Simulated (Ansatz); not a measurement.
H₂O, SMILES O, a composite energy at a relaxed geometry

Run with Ansatz 0.2.0 through its Python package.

`h2o_composite.py`:
```python
# -*- coding: utf-8 -*-
import ansatz
import numpy as np


def main():
    geometry = (
        ansatz.Crystal.molecule()
        .atom("O", [-0.29484, 0.19504, -0.13692])
        .atom("H", [0.46712, 0.56029, 0.31698])
        .atom("H", [-0.17228, -0.75533, -0.18006])
    )

    job = (
        geometry.calculation()
        .basis(gaussian="def2-SVP")
        .functional("b3lyp", dispersion="d4")
    )
    symbols = [site.symbol for site in geometry.cartesian_sites]
    start = np.array([site.position_ang for site in geometry.cartesian_sites], dtype=float)
    data = job.relax(force_tolerance=0.01, max_steps=100).run(threads=1).report
    end = np.array(data["positions_ang"])
    print("final positions (A) and the move of each atom")
    for symbol, xyz, old in zip(symbols, end, start):
        print(f"{symbol:2s} {xyz[0]:10.5f} {xyz[1]:10.5f} {xyz[2]:10.5f}   {np.linalg.norm(xyz - old):7.4f}")

    minimum = ansatz.Crystal.molecule()
    for symbol, place in zip(symbols, end):
        minimum = minimum.atom(symbol, place.tolist())
    at_minimum = minimum.calculation()
    level = lambda method, basis: at_minimum.basis(gaussian=basis).correlation(method).run(threads=1).report
    small, large, cluster = level("mp2", "cc-pVDZ"), level("mp2", "cc-pVTZ"), level("ccsd_t", "cc-pVDZ")
    corr = lambda each: (each["free_energy_ev"] - each["reference_energy_ev"]) / 27.211386246
    mp2_limit = (27 * corr(large) - 8 * corr(small)) / 19
    pieces = {"HF / cc-pVTZ": large["reference_energy_ev"] / 27.211386246, "MP2 correlation, DZ-TZ limit": mp2_limit, "CCSD(T) - MP2 / cc-pVDZ": corr(cluster) - corr(small)}
    for name, value in pieces.items():
        print(f"{name:32s} {value:14.6f} Ha")
    print(f"{'sum':32s} {sum(pieces.values()):14.6f} Ha")
    print("T1 diagnostic", round(cluster["correlation"]["coupled_cluster"]["t1_diagnostic"], 4))


if __name__ == "__main__":
    main()
```

Running `python h2o_composite.py` prints:
```text
final positions (A) and the move of each atom
O    -0.31180    0.20624   -0.14480    0.0218
H     0.46921    0.54153    0.31595    0.0189
H    -0.15741   -0.74777   -0.17115    0.0189
HF / cc-pVTZ                         -76.056251 Ha
MP2 correlation, DZ-TZ limit          -0.287492 Ha
CCSD(T) - MP2 / cc-pVDZ               -0.012650 Ha
sum                                  -76.356392 Ha
T1 diagnostic 0.0061
```

Reading the output:
- Total energies depend on the basis set; only differences at equal settings carry meaning.
- The sum leaves out core correlation, relativity, the Hartree-Fock basis error and zero-point energy; a DZ-TZ extrapolation is rough.
- b3lyp holds the VWN-RPA fit, as in Gaussian; the form of ORCA and Turbomole is b3lyp5.
- Inner cores stay frozen, so this is valence correlation.
- Wall time of the script: 1.6 s on 1 thread of Arm Neoverse V2 (shared host), peak memory 0.16 GiB.
